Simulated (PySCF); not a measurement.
DMSO (C₂H₆OS), SMILES CS(C)=O. Atoms are numbered in the order given.

```xyz
10

C     -0.1853    -0.8117    -1.3666
S      0.4521     0.2373     0.0000
C     -0.1853    -0.8117     1.3666
O     -0.3951     1.4856     0.0000
H      0.0485    -0.2751    -2.2960
H      0.3033    -1.7973    -1.3612
H     -1.2756    -0.8981    -1.2515
H     -1.2756    -0.8981     1.2515
H      0.0485    -0.2751     2.2960
H      0.3033    -1.7973     1.3612
```
Charge 0, spin multiplicity 1.

Geometry optimised at B3LYP-D3(BJ)/def2-SVP.

Two levels are set side by side: PBE/pcSseg-1 (PySCF) and HF/pcSseg-1 (PySCF). GIAO shifts against H2O (¹⁷O), H2S (³³S), TMS (¹H), TMS (¹³C) at the same level; non-relativistic, no solvent, atoms listed together averaged. Differences are taken from unrounded values.

| quantity | HF | PBE | PBE minus HF |
|---|---|---|---|
| δ(¹³C) of C1, C3 (ppm) | 42.5 | 50.0 | 7.5 |
| δ(³³S) of S2 (ppm) | 445.4 | 537.0 | 91.6 |
| δ(¹⁷O) of O4 (ppm) | 20.7 | 105.5 | 84.8 |

Rough cost on one machine, each run with all the roots and properties that it gave: HF against PBE within a factor of 2.
